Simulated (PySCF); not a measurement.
Species: C4H6N2.
InChI=1S/C4H6N2/c1-6-4-2-3-5-6/h2-4H,1H3

The closed-shell ground state was solved at several levels (PySCF, density fitting, gas phase, non-relativistic). Isolated species at its PBE0-D3(BJ)/def2-SVP geometry, gas phase.

| level | basis functions | total energy (Eh) | HOMO (eV) | LUMO (eV) | gap (eV) | dipole (D) |
| --- | --- | --- | --- | --- | --- | --- |
| CAM-B3LYP/def2-SVPD | 168 | -265.1983 | -8.39 | 1.33 | 9.72 | 2.42 |
| B3LYP/pcJ-1 | 222 | -265.5251 | -6.80 | 0.30 | 7.10 | 2.39 |
| PBE0/pcSseg-1 | 132 | -265.1743 | -7.05 | 0.53 | 7.58 | 2.42 |

(1) Estimate the row for PBE/pcSseg-2, a basis of 300 functions; the other rows only guide the guess.

(2) Over all these levels, which gives the widest orbital gap and which the narrowest?

(3) How far do the dipole and the HOMO energy spread over the levels?

Answers

(1) Total energy -265.2910 Eh, HOMO -5.99 eV, LUMO -0.59 eV, gap 5.40 eV, dipole 2.35 D.

(2) CAM-B3LYP/def2-SVPD (range-separated hybrid) has the widest, 9.72 eV, and PBE/pcSseg-2 (GGA) the narrowest, 5.40 eV. Functional and basis both differ between the two, so the spread mixes both effects.

(3) The dipole runs from 2.35 to 2.42 D (mean 2.39 D) and the HOMO from -8.39 to -5.99 eV.
